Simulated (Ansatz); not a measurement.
# CHSi (doublet): from Hartree-Fock to the top rungs, def2-TZVPP

An exercise on one series of results from a longer session: the logs are not shown, and one member is left open.

Computed with Ansatz 0.2.0, Gaussian basis. Level: def2-TZVPP, core rule «outside noble gas», up to 6 orbitals frozen.

The runs, in order: UHF; ROHF; CCSD(T) on UHF.

2 further runs of the same task are left out: 2 set aside as unsound or not needed.

**What is computed**

The geometry is a PBE0/def2-TZVP stationary point (not a proven minimum).

3 atoms, charge 0, spin multiplicity 2.

Atoms are counted from 1 here; the program's logs count them from 0.

Bond lengths: Si1–C2 1.682 Å, C2–H3 1.079 Å. Angles: Si1–C2–H3 180.0°.

Coordinates:

```xyz
3
CHSi
Si    0.00000    0.00000    1.48144
C     0.00000    0.00000   -0.20101
H     0.00000    0.00000   -1.28043
```

Set-up of the first run:

File in.yaml:

```yaml
crystal:
  periodic: [false, false, false]
  atoms:
    - {symbol: Si, position_ang: [0.000000, 0.000000, 1.481442]}
    - {symbol: C, position_ang: [0.000000, 0.000000, -0.201009]}
    - {symbol: H, position_ang: [0.000000, 0.000000, -1.280432]}
basis:
  gaussian: {orbitals: def2-TZVPP}
magnetization: {spin_polarized: true, initial_magnetization: 1}
hamiltonian: {xc: hf}
output: {orbitals: {seedname: orbitals}}
```

Run with:

```console
$ ansatz run in.yaml --threads 1 --pin off --events-out ev --progress --plain --max-ram 4096MiB --backend cpu
```

Steps of the session up to this table: UHF; ROHF; CCSD(T) on UHF.

One of the session's tables, all rows but one given; the rest of the session is left out.

```
  method  from UCCSD(T) (kJ/mol)
    ROHF                       ?
     UHF                  +683.2
    UMP2                  +138.1
   UCCSD                   +34.5
UCCSD(T)                       0
```

**Question.** Estimate the row for ROHF.

**Answer.** from UCCSD(T) (kJ/mol): +702.2. In the column «from UCCSD(T) (kJ/mol)» it is the highest.

With the free atoms at the same levels and basis (separate runs), the atomisation energy is 8.946 eV at UCCSD(T), 6.421 eV at ROHF.
